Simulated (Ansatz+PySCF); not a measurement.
## doublet CO(+): levels of theory in one basis

```yaml
atoms:
  - { symbol: C, position_ang: [-0.0079, -0.0186, -0.6799] }
  - { symbol: O, position_ang: [0.0057, -0.0245, 0.5188] }
```

Basis set: def2-SVP (spherical functions). Left uncorrelated: 2 orbitals. Correlation on ROHF uses semicanonical orbitals with singles. Charge 1, multiplicity 2.

Computed with Ansatz (development build ahead of 0.2.0); each method stands on the lowest determinant of its kind that the runs found. NEVPT2 correlates all electrons. Active spaces start from the frontier orbitals, and the lowest solution found is given.

| method | E − E(ROHF) (eV) | <S²> of the determinant |
| --- | --- | --- |
| ROHF | 0.00 | 0.75 |
| UHF | -0.60 | 1.28 |
| ROHF-MP2 | -8.23 | – |
| UHF-MP2 | -7.19 | 1.28 |
| ROHF-CCSD | -8.18 | – |
| UHF-CCSD | -8.20 | 1.28 |
| ROHF-CCSD(T) | -8.61 | – |
| UHF-CCSD(T) | -8.53 | 1.28 |
| CASSCF(9,8) | -4.87 | – |
| SC-NEVPT2(9,8) | -8.13 | – |

Question: What does UHF-CCSDT(Q) give on the same scale?

Answer: -8.71 eV.

Question: Is a single determinant a sound starting point here?

Answer: It is doubtful. Unrestricted orbitals lower Hartree–Fock by 0.60 eV and <S²> is 1.28 where a pure state has 0.75, a sign of strong static correlation. The CASSCF(9,8) natural occupations are 1.99, 1.96, 1.92, 1.92, 1.01, 0.09, 0.09, 0.03.

Caution for ROHF, ROHF-MP2, ROHF-CCSD, ROHF-CCSD(T): an unrestricted determinant lies well below. Caution for UHF, UHF-MP2, UHF-CCSD, UHF-CCSD(T), UHF-CCSDT(Q): the unrestricted determinant is spin contaminated. Caution for UHF-MP2: MP2 forces lie far from those of the mean fields. Caution for UHF-CCSD, UHF-CCSD(T): the program doubts this total. Caution for UHF-CCSD(T): another reference gives a lower total.
